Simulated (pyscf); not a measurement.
Thermochemistry of product channels of GeH₂ (SMILES [GeH2]) [singlet] + Cl–SiH₂–Cl (SMILES Cl[SiH2]Cl) on the singlet surface, in kcal/mol, from ωB97M-D3(BJ)/def2-TZVP energies (ideal gas, 1 atm, RRHO with modes under 100 cm⁻¹ raised to 100, one conformer, R ln 2 for rigid chiral ones). PySCF, gas phase, ωB97X-D3(BJ)/def2-SVP geometries.

```
products                                                                     ΔE  ΔH(298 K)  ΔG(600 K)  ΔG(1200 K)
------------------------------------------------------------------------  -----  ---------  ---------  ----------
Cl–Si(Cl)=GeH₂ (SMILES Cl[Si](Cl)=[GeH2]) + H₂ (SMILES [H][H])             +9.9       +9.0      +11.0       +10.8
H₂Si=GeH₂ (SMILES [SiH2]=[GeH2]) + Cl–Cl (SMILES ClCl)                    +90.8      +90.9      +90.2       +88.6
Cl–GeH₂–Cl (SMILES [Cl][GeH2][Cl]) + SiH₂ (SMILES [SiH2]) [singlet]       +28.9      +28.4      +28.2       +27.7
Cl–SiH₂–GeH₂–Cl (SMILES Cl[SiH2][GeH2][Cl])                                   …      -30.8       -9.6       +10.0
Cl–SiH₂–GeH: (SMILES Cl[SiH2][GeH]) [singlet] + HCl (SMILES Cl)               …      +18.8      +19.2       +18.7
Cl–SiH(Cl)–GeH: (SMILES Cl[SiH](Cl)[GeH]) [singlet] + H₂ (SMILES [H][H])      …       -1.4       +2.0        +3.3
GeH₄ (SMILES [GeH4]) + Cl–Si:–Cl (SMILES Cl[Si]Cl) [singlet]               -6.1       -5.6       -4.3        -2.9
Cl–SiH(Cl)–GeH₃ (SMILES Cl[SiH](Cl)[GeH3])                                -40.2      -37.9      -17.8        +0.7
Cl–GeH₃ (SMILES [Cl][GeH3]) + :HSi–Cl (SMILES [SiH]Cl) [singlet]          +13.4      +13.7      +12.6       +11.7
```

Question: Fill in the missing entries.

Answer: 
- Cl–SiH₂–GeH₂–Cl (SMILES Cl[SiH2][GeH2][Cl]), ΔE: -33.3
- Cl–SiH₂–GeH: (SMILES Cl[SiH2][GeH]) [singlet] + HCl (SMILES Cl), ΔE: +18.2
- Cl–SiH(Cl)–GeH: (SMILES Cl[SiH](Cl)[GeH]) [singlet] + H₂ (SMILES [H][H]), ΔE: -0.8

The channel to Cl–SiH₂–GeH₂–Cl turns unfavourable between 298 and 1200 K (ΔG from -20.1 kcal/mol to +10.0 kcal/mol).

These are energies of the channels, which say nothing of barriers. H₂Si=GeH₂ lies 7.9 kcal/mol over its isomer H₃Si–GeH: [singlet], and others may lie lower still (electronic energy, ωB97M-D3(BJ)). H₂Si=GeH₂ may be a fragile minimum: a first optimisation, from another start, lost the drawn bonds. Elements up to Kr have no core potential and no relativistic terms here.
